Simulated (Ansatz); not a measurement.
# C3H4, singlet in cc-pVTZ: errors against RCCSDT(Q)

Geometry: MP2(full)/6-31G*, from the G2/97 set.

```yaml
atoms:
  - { symbol: C, position_ang: [0.0000, 0.0000, 0.0000] }
  - { symbol: C, position_ang: [0.0000, 0.0000, 1.3112] }
  - { symbol: C, position_ang: [0.0000, 0.0000, -1.3112] }
  - { symbol: H, position_ang: [0.0000, 0.9268, 1.8766] }
  - { symbol: H, position_ang: [0.0000, -0.9268, 1.8766] }
  - { symbol: H, position_ang: [0.9268, 0.0000, -1.8766] }
  - { symbol: H, position_ang: [-0.9268, 0.0000, -1.8766] }
```

Basis cc-pVTZ; Ansatz 0.2.0. Only valence electrons are correlated (noble-gas cores frozen), which leaves 16 electrons in 143 orbitals. R marks a restricted (for open shells ROHF) determinant. Active spaces: frontier = (8e, 8o) about the gap.

Full CI isn't at hand for all of this; RCCSDT(Q) serves as the reference, and is uncertain by about the last step of the cluster series.

The UHF ⟨S²⟩ is 0.000. The T1 diagnostic (RCCSD) is 0.0124 and the largest doubles amplitude (RCCSD) is 0.092.

```
                  level  E − E(RCCSDT(Q)) (kJ/mol)  share of correlation (%)     wall time
                    RHF                     1392.8                      0.00             –
                   RMP2                      138.9                     90.03             –
                  RCCSD                       68.6                     95.08             –
               RCCSD(T)                        4.8                     99.66   17 s (H100)
                BCCD(T)                        4.5                     99.68  4.8 s (H100)
                 RCCSDT                        3.7                     99.73             –
CASSCF (frontier space)                     1099.6                     21.06             –
NEVPT2 (frontier space)                      170.8                     87.74  9.5 s (H100)
```

The correlation energy at RCCSDT(Q), counted from RHF, is -14.436 eV. That run took 2.1 min on 2 threads of AMD EPYC 7R13 with a shared H100 80 GB, shared host.

Times hold each run's SCF and search for its determinant on a shared host, so for small cases they say little of a method's own cost.

Atomization energy (electronic, same basis, no zero-point term; atoms at the same level, unrestricted beside the R rows where the molecule is a closed shell, with restricted open-shell steps beyond CCSDT(Q)) at RCCSDT(Q): 2868.0 kJ/mol. Errors of other levels:

```tsv
level	error (kJ/mol)
RHF	-686.4
RMP2	40.5
RCCSD	-48.6
RCCSD(T)	-0.9
BCCD(T)	0.0
RCCSDT	-3.5
```

This basis is far from its limit, so the value isn't to be set against a measured one.
